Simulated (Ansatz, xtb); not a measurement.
## A geometry optimisation of H3O2S+ with r2SCAN-D4/def2-SVP

The starting geometry of this gas-phase singlet has its atoms placed at random.

```xyz
6

O    -0.5210   -0.4095    0.6435
O     0.1987    0.3005   -1.5570
S     0.5253    0.4356    0.0768
H    -0.9024    0.3789   -1.0709
H    -0.0449   -1.2929    0.5543
H     1.5700   -0.0633    1.2540
```

Task: Guess where an optimisation with r2SCAN-D4/def2-SVP ends from this start.

Result: It ends as `O[SH+]O`. Distances that change by over a tenth: O2–H4 (1.21 → 0.98 Å), S3–H6 (1.65 → 1.37 Å).

The energy falls by 4.59 eV over 10 steps:

```
step  E − E(last) (eV)
   1             4.588
   2             2.388
   3             1.125
   4             0.516
   5             0.163
   6             0.060
   7             0.015
   8             0.001
   9             0.000
  10             0.000
```

Final geometry (Å):

```xyz
6

O    -0.5496   -0.6520    1.0701
O     0.2607    0.2317   -1.2369
S     0.2473    0.5142    0.3436
H    -0.4629    0.7211   -1.6858
H    -0.2147   -1.5633    0.9158
H     1.5450    0.0977    0.4939
```

From the same start GFN2-xTB reaches the same bonding as this run.

From so rough a start the end depends on the optimiser's path, so another program may land elsewhere. No frequencies were run, so the end isn't proven a minimum. Run with Ansatz 0.2.0, 13 s on 1 thread of Intel(R) Xeon(R) 6975P-C (Granite Rapids), on a shared host.
